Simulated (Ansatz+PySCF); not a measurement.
# triplet SiH2: levels of theory in one basis

```yaml
atoms:
  - { symbol: Si, position_ang: [0.0000, 0.0000, 0.0778] }
  - { symbol: H, position_ang: [0.0000, 1.2289, -0.6555] }
  - { symbol: H, position_ang: [0.0000, -1.2289, -0.6555] }
```

Basis set: cc-pVTZ on H; cc-pV(T+d)Z on Si (spherical functions). Left uncorrelated: 5 orbitals. Correlation on ROHF uses semicanonical orbitals with singles. Charge 0, multiplicity 3.

Computed with Ansatz (development build ahead of 0.2.0) and PySCF 2.14.0; each method stands on the lowest determinant of its kind that the runs found.

```
      method  E − E(ROHF) (eV)  <S²> of the determinant
        ROHF              0.00                     2.00
         UHF             -0.05                     2.01
    ROHF-MP2             -2.49                        –
     UHF-MP2             -2.49                     2.01
ROHF-CCSD(T)             -3.17                        –
 UHF-CCSD(T)             -3.17                     2.01
```

Q: What does UHF-CCSD give on the same scale?

A: -3.08 eV.

Caution: another spin multiplicity may lie lower.
